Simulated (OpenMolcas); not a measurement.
**RI-MP2/ANO-RCC-VDZP (DKH2, RICD fitting) run of SiNH4O− (SMILES N[SiH-]O)**

Aim: the energy change on altering one bond length of SiNH4O− at RI-MP2/ANO-RCC-VDZP (DKH2, RICD fitting), from 2 runs. 

Program for the calculation: OpenMolcas 26.06.

9 further runs of the same task are left out: 1 that didn't finish, 8 set aside as unsound or not needed.

## 1. The system as given

The species is SiNH4O− (7 atoms), meant as a singlet with charge -1. As SMILES, `N[SiH-]O`. The coordinates come from a GFN2-xTB relaxation. This is one conformer, not always the lowest.

Bond lengths: N1–Si2 1.835 Å, Si2–O3 1.697 Å, N1–H4 1.017 Å, N1–H5 1.016 Å, Si2–H6 1.554 Å, O3–H7 0.962 Å. Angles: N1–Si2–O3 100.2°, N1–Si2–H6 94.0°, O3–Si2–H6 101.8°, Si2–N1–H4 110.5°, Si2–N1–H5 109.5°, Si2–O3–H7 113.4°, H4–N1–H5 105.9°.

## 2. Energy and gradient at RI-MP2/ANO-RCC-VDZP (DKH2, RICD fitting)

The input, job.inp:

```
* H4NOSi RI-MP2

&GATEWAY
 COORD
 7
 angstrom
 N       -0.940250       0.080330      -0.489950
 Si       0.408150       0.625000       0.628660
 O        1.725490      -0.181570      -0.074880
 H       -0.881470       0.565790      -1.381210
 H       -1.837290       0.339730      -0.090590
 H        0.007340      -0.353090       1.768080
 H        1.518040      -1.076200      -0.360110
 BASIS = ANO-RCC-VDZP
 GROUP = NoSym
 RICD

&SEWARD

&SCF
 CHARGE = -1
 PRORBITALS = 1 1

&MBPT2
 FROZEN = 7
 GRDT

&ALASKA
```

Command:

```console
export MOLCAS_MEM=1860
pymolcas job.inp > job.log
```

The program printed (excerpt; [...] marks lines left out):

```text
--- Start Module: gateway ---
[...]
--- Stop Module: gateway /rc=_RC_ALL_IS_WELL_ ---
[...]
      Basis functions           66
[...]
       Convergence after  16 Iterations
[...]
::    Total SCF energy                               -421.3315411877
[...]
      Total spin, S                                     0.0000000000
[...]
      Total electronic charge=   34.000000
      Total            charge=   -1.000000
[...]
--- Start Module: mbpt2 ---
[...]
WARNING!
Default frozen orbitals as non valence orbitals is overwritten by user input.
Default values:   4
[...]
       Reference weight ( Cref**2 )         =        0.85536
::    Total MBPT2 energy                             -421.8214835828
[...]
      Dipole Moment (debye):
      Origin of the operator (angstrom)=    0.3975    0.2448    0.1526
                   X= -1.2760E+00               Y= -1.4970E+00               Z= -2.0412E+00           Total=  2.8347E+00
      Center of Charge (angstrom)
[...]
--- Stop Module: mbpt2 /rc=_RC_ALL_IS_WELL_ ---
[...]
--- Start Module: alaska ---
[...]
 *              Molecular gradients               *
 **************************************************
  Irreducible representation: a
 ------------------------------------------------------------------------------------------
                              X                       Y                       Z
 ------------------------------------------------------------------------------------------
  N1                3.35625223321756E-03    1.43131116926565E-02    9.66029460647544E-03
  SI2               1.32907166086853E-02   -3.40154030101854E-02   -1.99192130984773E-02
  O3               -2.77838124476748E-02    7.38450434077942E-03    1.20423126950397E-02
  H4                1.09339751317911E-03   -4.36600974172840E-03   -2.33701788949414E-03
  H5                3.03560654444279E-03   -1.00693876947577E-03   -1.54868830816390E-04
  H6                2.66477236477891E-03    5.49696646954190E-03   -2.09510772732813E-03
  H7                4.34306718330596E-03    1.21937690183751E-02    2.80360024461479E-03
 ------------------------------------------------------------------------------------------
--- Stop Module: alaska /rc=_RC_ALL_IS_WELL_ ---
[...]
```

It took 11 s on 1 thread of Arm Neoverse V1, shared host.

## 3. The distorted shape, same level

The input, job.input:

```
* H4NOSi RI-MP2
&GATEWAY
COORD
7
angstrom
N       -0.960990      -0.009112      -0.518466
Si       0.387410       0.535558       0.600144
O        1.704750      -0.271012      -0.103396
H       -0.902210       0.476348      -1.409726
H       -1.858030       0.250288      -0.119106
H       -0.013400      -0.442532       1.739564
H        1.518040      -1.076200      -0.360110
BASIS=ANO-RCC-VDZP
GROUP=NoSym
RICD
&SEWARD
&SCF
CHARGE=-1
PRORBITALS=1 1
&MBPT2
FROZEN=7
GRDT
&ALASKA
```

Command:

```console
export MOLCAS_MEM=1860
pymolcas job.input > job.log
```

The program printed (excerpt; [...] marks lines left out):

```text
--- Start Module: gateway ---
[...]
--- Stop Module: gateway /rc=_RC_ALL_IS_WELL_ ---
[...]
      Basis functions           66
[...]
       Convergence after  16 Iterations
[...]
::    Total SCF energy                               -421.3229644838
[...]
      Total spin, S                                     0.0000000000
[...]
      Total electronic charge=   34.000000
      Total            charge=   -1.000000
[...]
--- Start Module: mbpt2 ---
[...]
WARNING!
Default frozen orbitals as non valence orbitals is overwritten by user input.
Default values:   4
[...]
       Reference weight ( Cref**2 )         =        0.85830
::    Total MBPT2 energy                             -421.8076052227
[...]
      Dipole Moment (debye):
      Origin of the operator (angstrom)=    0.3771    0.1568    0.1246
                   X= -1.1845E+00               Y= -1.5088E+00               Z= -2.0845E+00           Total=  2.8328E+00
      Center of Charge (angstrom)
[...]
--- Stop Module: mbpt2 /rc=_RC_ALL_IS_WELL_ ---
[...]
--- Start Module: alaska ---
[...]
 *              Molecular gradients               *
 **************************************************
  Irreducible representation: a
 ------------------------------------------------------------------------------------------
                              X                       Y                       Z
 ------------------------------------------------------------------------------------------
  N1                3.23155646348905E-03    1.49355330510970E-02    1.04757009748759E-02
  SI2               1.26544047266723E-02   -3.70413149879134E-02   -2.09090867137576E-02
  O3               -5.45439186558685E-02   -1.23726598534819E-01   -3.05702650575497E-02
  H4                1.20448739379525E-03   -4.44263441678627E-03   -2.41182347916080E-03
  H5                2.65688546800291E-03   -1.08434436377336E-03   -2.30769239237816E-04
  H6                2.06347311517752E-03    6.19570989018370E-03   -1.80736896132716E-03
  H7                3.27331114887497E-02    1.45163649361990E-01    4.54536124762106E-02
 ------------------------------------------------------------------------------------------
--- Stop Module: alaska /rc=_RC_ALL_IS_WELL_ ---
[...]
```

Wall time 10 s (1 thread of Arm Neoverse V1, shared host).

## 4. Outcome

Level: RI-MP2/ANO-RCC-VDZP (DKH2, RICD fitting), 7 core orbitals frozen.

```
                                                              quantity          value
                                             first shape: total energy  -421.82148 Eh
                      first shape: HOMO energy (Hartree–Fock orbitals)       -1.10 eV
                      first shape: LUMO energy (Hartree–Fock orbitals)        6.44 eV
    first shape: HOMO–LUMO gap (to an unbound level, set by the basis)        7.55 eV
              first shape: correlation energy (7 core orbitals frozen)     -489.9 mEh
                                 first shape: largest force on an atom     2.139 eV/Å
                                         distorted shape: total energy  -421.80761 Eh
                  distorted shape: HOMO energy (Hartree–Fock orbitals)       -1.10 eV
                  distorted shape: LUMO energy (Hartree–Fock orbitals)        6.43 eV
distorted shape: HOMO–LUMO gap (to an unbound level, set by the basis)        7.53 eV
          distorted shape: correlation energy (7 core orbitals frozen)     -484.6 mEh
                             distorted shape: largest force on an atom     8.001 eV/Å
     energy change with the O3–H7 bond shortened from 0.962 to 0.866 Å       0.378 eV
```

With the O3–H7 bond shortened from 0.962 to 0.866 Å the energy rises by 0.38 eV (36.4 kJ/mol). The first shape isn't relaxed at this level, so the change isn't measured from a minimum. The largest force (first shape) is 2.14 eV/Å: the shape isn't a stationary point for this species at this level. Mulliken charges (distorted shape) of the mean-field density run from -0.48 on O3 to +0.35 on Si2; they depend strongly on the basis.
